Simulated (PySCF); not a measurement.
**NH₃: fields and orbitals**

For NH₃, the scripts below see where an electron leaves and enters, compute its lowest excited states and measure its response to a uniform field.

The runs use PySCF 2.14.0; levels as typed in each script, gas phase, geometry from GFN2-xTB.

## Step 1: Where the work starts

SMILES `N`, 4 atoms, charge 0, spin multiplicity 1.

Bond lengths: N1–H2 1.013 Å, N1–H3 1.013 Å, N1–H4 1.013 Å. Angles: H2–N1–H3 107.7°, H2–N1–H4 107.7°, H3–N1–H4 107.6°.

Geometry (Å):

```mol
H3N
  3D, bonds by distance, orders not assigned

  4  3  0  0  0  0  0  0  0  0999 V2000
    0.0000   -0.0000    0.1100 N   0  0
    0.8717   -0.3620   -0.2568 H   0  0
   -0.7495   -0.5738   -0.2567 H   0  0
   -0.1223    0.9360   -0.2567 H   0  0
  1  2  8  0
  1  3  8  0
  1  4  8  0
M  END
```

## Step 2: Removing and adding an electron (BP86/6-311+g**)

input.py

```python
import numpy as np
from pyscf import gto, scf, dft
from pyscf.scf import atom_ks, atom_hf
from scipy.linalg import block_diag

def solve(mol, dm0=None, hcore=None):
    mf = (dft.UKS if mol.spin else dft.RKS)(mol, xc='bp86')
    mf.grids.level = 3
    mf = mf.density_fit(auxbasis='def2-universal-jkfit')
    mf.conv_tol, mf.max_cycle = 1e-8, 80
    if hcore is not None:
        mf.get_hcore = lambda *args: hcore
    mf.kernel(dm0)
    if not mf.converged:
        mf = mf.newton().run(mf.mo_coeff, mf.mo_occ, max_cycle=30)
    assert mf.converged, 'SCF not converged'
    return mf

mol = gto.M(atom='''
N      0.00002    -0.00002     0.11002
H      0.87174    -0.36201    -0.25676
H     -0.74953    -0.57379    -0.25671
H     -0.12233     0.93596    -0.25667
''', basis='6-311+g**', charge=0, spin=0, verbose=4)
mf = solve(mol)
out = dict(e0=mf.e_tot, dm0=mf.make_rdm1(), c=mf.mo_coeff, occ=mf.mo_occ, eps=mf.mo_energy)
for name, dq, spin in [('cation', 1, 1), ('anion', -1, 1)]:
    ion = mol.copy().set(charge=mol.charge + dq, spin=spin).build()
    mi = solve(ion)
    if spin and dq > 0 and mol.nao < 130:
        c, _, stable, _ = mi.stability(return_status=True)
        if not stable:
            mi = solve(ion, mi.make_rdm1(c, mi.mo_occ))
    print(name, 'vertical energy change / eV', (mi.e_tot - mf.e_tot) * 27.211386)
    out.update({'e_' + name: mi.e_tot, 'dm_' + name: mi.make_rdm1(), 's2_' + name: mi.spin_square()[0], 'eps_' + name: mi.mo_energy, 'occ_' + name: mi.mo_occ})
# spherically averaged free atoms, for the promolecule
atm = atom_ks.get_atm_nrks(mol, xc='bp86')
pro = block_diag(*[(atm[a[0]][2] * atm[a[0]][3]) @ atm[a[0]][2].T for a in mol._atom])
np.savez('result.npz', pro=pro, **out)
```

The run is started by

```console
$ OMP_NUM_THREADS=1 python input.py
```

## Step 4: Excited states (CAM-B3LYP/6-311g**)

input.py

```python
import numpy as np
from pyscf import gto, scf, dft, tdscf
from pyscf.scf import atom_ks, atom_hf
from scipy.linalg import block_diag

def solve(mol, dm0=None, hcore=None):
    mf = (dft.UKS if mol.spin else dft.RKS)(mol, xc='camb3lyp')
    mf.grids.level = 3
    mf = mf.density_fit(auxbasis='def2-universal-jkfit')
    mf.conv_tol, mf.max_cycle = 1e-8, 80
    if hcore is not None:
        mf.get_hcore = lambda *args: hcore
    mf.kernel(dm0)
    if not mf.converged:
        mf = mf.newton().run(mf.mo_coeff, mf.mo_occ, max_cycle=30)
    assert mf.converged, 'SCF not converged'
    return mf

mol = gto.M(atom='''
N      0.00002    -0.00002     0.11002
H      0.87174    -0.36201    -0.25676
H     -0.74953    -0.57379    -0.25671
H     -0.12233     0.93596    -0.25667
''', basis='6-311g**', charge=0, spin=0, verbose=4)
mf = solve(mol)
td = mf.TDA()
td.nstates, td.singlet, td.conv_tol = 4, True, 1e-5
td.kernel()
td.analyze()
x, y = np.array([p[0] for p in td.xy]), np.array([p[1] + 0 * p[0] for p in td.xy])
f, mu = td.oscillator_strength(), td.transition_dipole()
nto = [td.get_nto(state=i + 1, verbose=4) for i in range(len(td.e))]
# spherically averaged free atoms, for the promolecule
atm = atom_ks.get_atm_nrks(mol, xc='camb3lyp')
pro = block_diag(*[(atm[a[0]][2] * atm[a[0]][3]) @ atm[a[0]][2].T for a in mol._atom])
np.savez('result.npz', e=td.e, f=f, ok=td.converged, w=[n[0] for n in nto], nto=[n[1] for n in nto], x=x, y=y, c=mf.mo_coeff, occ=mf.mo_occ, eps=mf.mo_energy, pro=pro, mu=mu)
```

## Step 6: Response to an electric field (HF/def2-svpd)

input.py

```python
import numpy as np
from pyscf import gto, scf, dft
from pyscf.scf import atom_ks, atom_hf
from scipy.linalg import block_diag

def solve(mol, dm0=None, hcore=None):
    mf = scf.UHF(mol) if mol.spin else scf.RHF(mol)
    mf = mf.density_fit(auxbasis='def2-universal-jkfit')
    mf.conv_tol, mf.max_cycle = 1e-8, 80
    if hcore is not None:
        mf.get_hcore = lambda *args: hcore
    mf.kernel(dm0)
    if not mf.converged:
        mf = mf.newton().run(mf.mo_coeff, mf.mo_occ, max_cycle=30)
    assert mf.converged, 'SCF not converged'
    return mf

mol = gto.M(atom='''
N      0.00002    -0.00002     0.11002
H      0.87174    -0.36201    -0.25676
H     -0.74953    -0.57379    -0.25671
H     -0.12233     0.93596    -0.25667
''', basis='def2-svpd', charge=0, spin=0, verbose=4)
field = np.array([-0.0, -0.008, -0.0])  # atomic units
mol.set_common_orig(mol.atom_charges() @ mol.atom_coords() / mol.atom_charges().sum())
mf = solve(mol)
out = dict(dm0=mf.make_rdm1(), d0=mf.dip_moment(unit='AU'), e0=mf.e_tot)
for name, sign in (('p', 1), ('m', -1)):
    h = mf.get_hcore() + sign * np.einsum('x,xij->ij', field, mol.intor('int1e_r'))
    mi = solve(mol, mf.make_rdm1(), h)
    out.update({'dm' + name: mi.make_rdm1(), 'd' + name: mi.dip_moment(unit='AU'), 'e' + name: mi.e_tot})
# spherically averaged free atoms, for the promolecule
atm = scf.atom_hf.get_atm_nrhf(mol)
pro = block_diag(*[(atm[a[0]][2] * atm[a[0]][3]) @ atm[a[0]][2].T for a in mol._atom])
np.savez('result.npz', pro=pro, **out)
```

(Steps that only read results are left out.)

What does the calculation give? Wanted: vertical ionisation energy; lowest singlet excitation; polarisability along the field.

As calculated:

```
                                      quantity       value
   vertical ionisation energy (BP86/6-311+g**)    10.97 eV
lowest singlet excitation (CAM-B3LYP/6-311g**)     6.86 eV
 polarisability along the field (HF/def2-svpd)  12.3 bohr³
```

The ionisation energy from two SCF runs, 10.97 eV, lies 4.8 eV above −ε(HOMO) = 6.15 eV of the same level, BP86/6-311+g**, since self-interaction lifts this functional's HOMO. All values hold at the given geometry, in the gas phase.
